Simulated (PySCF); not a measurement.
CH2O2, charge +1, multiplicity 2. Atoms are numbered in the order given.

```xyz
5

O     -0.0842     1.0901     0.0000
C      0.4000    -0.0867     0.0000
O     -0.2698    -1.1415     0.0000
H     -1.0669     1.1374     0.0000
H      1.4988    -0.2056     0.0000
```
Charge +1, spin multiplicity 2.

Coordinates come from a r2SCAN-D4/def2-TZVP optimisation. The spin state was assumed, not searched. Other conformers were not sampled.

Computed with PySCF with PBE0/def2-TZVPD.

Mulliken values depend strongly on the basis, most of all with diffuse functions as here. ESP charges are fitted to the potential on shells at 1.4 to 2.0 van der Waals radii. Atomic charges (e):

```
atom  Mulliken  ESP fit  meta-Löwdin  Mulliken spin
----  --------  -------  -----------  -------------
O1       -0.19    -0.30        -0.26           0.06
C2        0.39     0.42         0.51          -0.07
O3        0.07     0.08         0.07           0.95
H4        0.40     0.52         0.42           0.01
H5        0.33     0.28         0.25           0.06
```
